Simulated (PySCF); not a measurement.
**Worked example: correlation energy of CO, singlet**

Geometry: MP2(full)/6-31G*, from the G2/97 set.

```
atom   x (Å)   y (Å)   z (Å)
   O  0.0000  0.0000  0.0000
   C  0.0000  0.0000  1.1503
```

Basis STO-3G; PySCF 2.14.0. Correlated methods freeze the noble-gas cores, which leaves 10 electrons in 8 orbitals. Prefix R: restricted or restricted open-shell reference.

Full CI is exact within this basis and frozen core; it isn't the basis-set limit.

| level | total energy (hartree) |
| --- | --- |
| RHF | -111.225384 |
| RMP2 | -111.358686 |
| RCCSD | -111.359960 |
| RCCSD(T) | -111.367825 |
| RCCSDT | -111.369001 |
| RCCSDT(Q) | -111.368584 |
| full CI | -111.368712 |

Task: What is the correlation energy at full CI, and what share of it do RMP2 and RCCSDT(Q) recover?

Result: E(corr) = -111.368712 − (-111.225384) = -0.143328 hartree = -3.900 eV. RMP2: -0.133302 / -0.143328 = 93.00 %. RCCSDT(Q): -0.143200 / -0.143328 = 99.91 %.

Task: By how many kcal/mol does RCCSD(T) miss full CI (1 hartree = 627.509 kcal/mol), and which steps make up the rest?

Result: -111.367825 − (-111.368712) = 0.000887 hartree = 0.56 kcal/mol. Steps: RCCSDT − RCCSD(T) = -0.74, RCCSDT(Q) − RCCSDT = 0.26, full CI − RCCSDT(Q) = -0.08 kcal/mol. That is within 1 kcal/mol of the reference in this basis, which itself misses far more of the correlation at the basis-set limit.
